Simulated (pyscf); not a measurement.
Thermochemistry of product channels of silicon tetrafluoride (F–Si(F)(F)–F) + silylene (SiH₂) [singlet] on the singlet surface, in kJ/mol, from ωB97M-D3(BJ)/def2-TZVP energies (ideal gas, 1 atm, RRHO with modes under 100 cm⁻¹ raised to 100, one conformer, R ln 2 for chiral ones without a mode under 150 cm⁻¹). Structures and frequencies: ωB97X-D3(BJ)/def2-SVP in PySCF.

```tsv
products	ΔE	ΔH(298 K)	ΔG(298 K)	ΔG(900 K)
hydrogen fluoride (HF) + F–Si(F)(F)–SiH: [singlet]	[?]	+160.0	+152.9	+134.5
F–SiH₂–Si(F)(F)–F	-187.3	-174.5	-136.6	-63.0
```

Question: Some entries are withheld; supply them.

Answer: 
- hydrogen fluoride (HF) + F–Si(F)(F)–SiH: [singlet], ΔE: +152.6

These are energies of the channels, which say nothing of barriers.
